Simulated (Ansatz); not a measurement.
We consider α-N2, described by rVV10 in Ansatz (plane waves, PAW).

Settings: plane-wave cutoff 520 eV, 6×6×6 k mesh, Fermi–Dirac smearing 0.01 eV, scalar-relativistic PAW data made under PBE.

The volume scan:

```tsv
V (Å³/atom)	E − E_lowest (meV/atom)
19.462	0.44
19.867	0.11
20.273	0.00
20.678	0.09
21.084	0.34
```

**Question.** Fit the third-order Birch–Murnaghan equation and give B0 and B′.

**Answer.** V0 = 20.281 Å³/atom, B0 = 3.84 GPa, B′ = 7.4 (fit to the energies at full precision).

Shape and atoms are relaxed at each volume.

Measured, for comparison: equilibrium volume per atom 22.47 Å³/atom (4 K, zero-point motion not removed; as tabulated in Wyckoff, Crystal Structures 1 (1963), as in the American Mineralogist Crystal …). Computed (rounded) less measured: equilibrium volume per atom -9.7 %.

Note: the bulk modulus comes from volumes at which shape and atoms were relaxed.

The computed numbers hold no vibrational or temperature effects.

Cost on a shared machine: roughly 3 core-minutes.

Ansatz is a program for electronic structure.
